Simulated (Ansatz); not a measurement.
SiF2⁻. Total charge -1; doublet. Geometry r2SCAN-D4/def2-TZVP, that of the neutral singlet; atoms count from 1.

```xyz
3

Si    0.1434   -0.6669    0.0400
F     0.9995    0.5290   -0.5990
F    -1.1428    0.1379    0.5590
```

The highest occupied level of the charge -1 doublet lies above zero (up to 1.93 eV). Energy differences disagree on whether the electron is bound (positive means bound): 0.16 eV (vertical, against the charge 0 singlet, at PBE0-D4/def2-TZVPD), but -0.08 eV at CCSD(T)/def2-TZVPD.

Problem. Estimate the Mulliken populations from the PBE0/def2-TZVPD orbitals of Ansatz.

Solution. 
```tsv
atom	charge (e)	spin (α − β)
Si1	-0.35	0.88
F2	-0.33	0.06
F3	-0.33	0.06
```
Mulliken values depend strongly on the basis. With diffuse functions, as here, like atoms can get unlike values, and bond orders can come out too low or too high.

Problem. Where does the spin sit?

Solution. Summed by element: Si 0.88, F 0.12, of 1 unpaired in all. Largest on single atoms: Si1 0.88, F3 0.06, F2 0.06.

Problem. And the Mayer bond orders between heavy atoms (over 0.3)?

Solution. Si1–F2 0.94 (1.60 Å); Si1–F3 0.94 (1.60 Å).
